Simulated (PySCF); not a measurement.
Exercise with solution: entropy of an ideal gas

CH₂O, SMILES C=O (connectivity only; charge and spin as stated), charge +1, multiplicity 2.

The structure is a stationary point at PBE-D3(BJ)/def2-TZVPD. The spin state was assumed, not searched.

PBE-D3(BJ)/def2-TZVPD in PySCF 2.14.0 gives the harmonic wavenumbers 785, 1000, 1170, 1721, 2653, 2699 cm⁻¹ and the rotational temperatures 12.7549, 1.9066, 1.6587 K. The molar mass is 30.03 g/mol, the symmetry number 2, the spin multiplicity 2.

Q: Work out the entropy at 298.15 K and 1 atm in the rigid-rotor, harmonic-oscillator model.

A: 
Translation (Sackur–Tetrode at 1 atm): S = R[1.5 ln M + 2.5 ln T − 1.16487] = 151.2 J/(mol K).
Rotation: q = (√π/σ) T^1.5/√(θA θB θC) = 718, S = R[ln q + 3/2] = 67.2 J/(mol K).
Vibration: with u = 1.4388 ν/T, each mode gives R[u/(e^u − 1) − ln(1 − e^−u)]:
```csv
ν (cm⁻¹),modes,u,S (J/(mol K))
785,1,3.79,0.92
1000,1,4.83,0.39
1170,1,5.65,0.20
1721,1,8.30,0.02
```
The stiffer modes add less than 0.005 each. Sum 1.5 J/(mol K).
Spin: R ln 2 = 5.8 J/(mol K).
Total 225.6 J/(mol K); the program's own thermochemistry gives 225.6. Translation makes up 67 % and vibration 1 %. Anharmonicity, hindered rotation and orbital degeneracy are left out.
